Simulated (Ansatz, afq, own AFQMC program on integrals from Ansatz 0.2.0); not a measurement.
# Atomization energy of GaLi, singlet

```xyz
2

Ga    0.0000    0.0000    0.0000
Li    0.0000    0.0000    2.8760
```

Atoms in their ground-state spins without spin–orbit coupling (mostly on UHF) minus the molecule (RHF), without zero-point energy. The geometry is a stationary point, not shown to be a minimum.

Basis cc-pVTZ. Noble-gas cores (and the filled d shells of Ga–Kr and In–Xe) are frozen. Ansatz 0.2.0 and our own AFQMC program on the same integrals; the CISD trial comes from CCSD amplitudes, and released means the phaseless constraint is let go. Free AFQMC starts from the CCSD state and is never constrained. Its projection time is finite, and what remains of the start isn't in its error. ± is one standard error of the sampling. No spin–orbit coupling. The errors of all members are added in quadrature.

Full CI on the same integrals is exact in this basis and with this determinant's frozen core.

Errors are counted within cc-pVTZ, not against nature.

Cautions: inner d shell frozen; no relativity below Rb; no spin-orbit coupling; GaLi (singlet): higher spins were not checked, restricted determinant unstable towards unrestricted (UHF 289 meV lower, ⟨S²⟩ 0.83).

Reference (full CI): 94.9 kJ/mol.

```csv
level,atomization energy (kJ/mol),error against FCI (kJ/mol)
HF,5.6,-89.3
MP2,71.0,-23.9
CCSD,89.0,-5.9
CCSD(T),93.4,-1.5
ph-AFQMC/HF,100.6 ± 4.2,5.7 ± 4.2
ph-AFQMC/CISD,95.1 ± 0.5,0.2 ± 0.5
released AFQMC,95.3 ± 0.9,0.4 ± 0.9
free AFQMC,95.2 ± 0.6,0.3 ± 0.6
```

Correlation beyond CCSD(T) adds 1.5 kJ/mol. The perturbative (T) step is worth +4.4 kJ/mol.

Free projections are given only where their last times agree within the noise and don't stop above the reference; a slow remainder of the start can still hide under it. A walk keeps the symmetry of its determinant, which the program's search chose and which needn't be the lowest solution, so a lower state of the same spin and another symmetry isn't excluded. Released energies are given only where the last usable release times agree within the noise; a slower fall can still hide under it.
